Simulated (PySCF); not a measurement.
**A survey of 19F NMR shifts**

PySCF 2.14.0 with density-fitted response routines calculation with geometry: GFN2-xTB and σ from GIAO-PBE0/pcSseg-1; one computed conformer, non-relativistic Hamiltonian, equivalent nuclei averaged, no solvent.

Shieldings were converted by a linear fit to measured shifts: 19F: δ = 146.13 − 0.903σ +14.6 on sp3 carbon (rms 6.0 ppm, 223 shifts, 7.0 ppm with the 5 outliers that the fit left out vs CFCl3, solution or neat liquid). A few per cent of atoms miss by over 2 rms, more outside the fitted compound classes.

(1) Give the 19F shifts of `CC(C)(C)CF`.

(2) Match the shifts 221.1, -126.9, -222.5 ppm to `F[C]F`, `CC(C)(C)CF`, `C#C[SiH2][Si@H]1C[C@@H](C(F)F)C1`.

## Answers

(1) 
```tsv
compound	environment	δ (ppm)
CC(C)(C)CF	fluorine on an sp3 carbon	-222.5
```

(2) 221.1: F[C]F (fluorine bonded to C); -126.9: C#C[SiH2][Si@H]1C[C@@H](C(F)F)C1 (fluorine of a CF2 group); -222.5: CC(C)(C)CF (fluorine on an sp3 carbon).
